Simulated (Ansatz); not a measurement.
Energy needed to pull apart CH2ClSi (SMILES C=[Si]Cl), doublet, into free ground-state atoms, from the structure below (displaced at random from a GFN2-xTB minimum); no zero-point or spin–orbit terms; open-shell atoms are treated unrestricted, in their ground-state multiplicity.

```xyz
5
angstrom
C -0.4188 0.5924 -0.2494
Si -0.2032 -0.6149 1.0464
Cl 1.6210 -1.7313 0.9642
H -0.8729 1.4121 -0.0317
H -0.2428 0.4862 -1.3291
```

Computed with Ansatz 0.2.0 (basis: def2-TZVPP); correlated methods freeze the cores; orbitals are unrestricted.

```json
{"method": "PBE-D4", "atomization energy (kJ/mol)": "1605"}
{"method": "r2SCAN-D4", "atomization energy (kJ/mol)": "?"}
{"method": "PBE0-D4", "atomization energy (kJ/mol)": "1571"}
{"method": "BHLYP-D4", "atomization energy (kJ/mol)": "1516"}
{"method": "LC-wPBE", "atomization energy (kJ/mol)": "?"}
{"method": "wB97M-V", "atomization energy (kJ/mol)": "1567"}
{"method": "HF", "atomization energy (kJ/mol)": "1150"}
{"method": "MP2", "atomization energy (kJ/mol)": "1502"}
{"method": "CCSD", "atomization energy (kJ/mol)": "1470"}
{"method": "CCSD(T)", "atomization energy (kJ/mol)": "1498"}
```

What does LC-wPBE give? (Judge from chemistry; the value comes from the calculation.)

The calculation gives: 1537 kJ/mol, which is about 38 kJ/mol more than CCSD(T)/def2-TZVPP.

What does r2SCAN-D4 give? (An estimate is asked for; the value comes from the calculation.)

Computed: 1583 kJ/mol, which is about 85 kJ/mol more than CCSD(T)/def2-TZVPP.

In triple zeta the MP2 and coupled-cluster atomization energies are still short of their basis limit by a few kcal/mol a bond, whereas those of the functionals are nearly converged, so these differences are not deviations from converged CCSD(T).

No T1 diagnostic of these runs exceeds 0.046. ⟨S²⟩ of the unrestricted Hartree–Fock references: 1.12 (a pure state has 0.75). The T1 diagnostic is large here, which may signal multireference character or strong orbital relaxation, so CCSD(T) is less sure. The unrestricted reference is spin-contaminated, which hurts MP2 most.

For scale, one of the runs: CCSD(T)/def2-TZVPP forces, 143 basis functions (an equivalent command: `ansatz run in.yaml --threads 4`). The run took 3.1 min on 4 CPU threads (shared host), with 3.2 GiB of host memory at its peak.
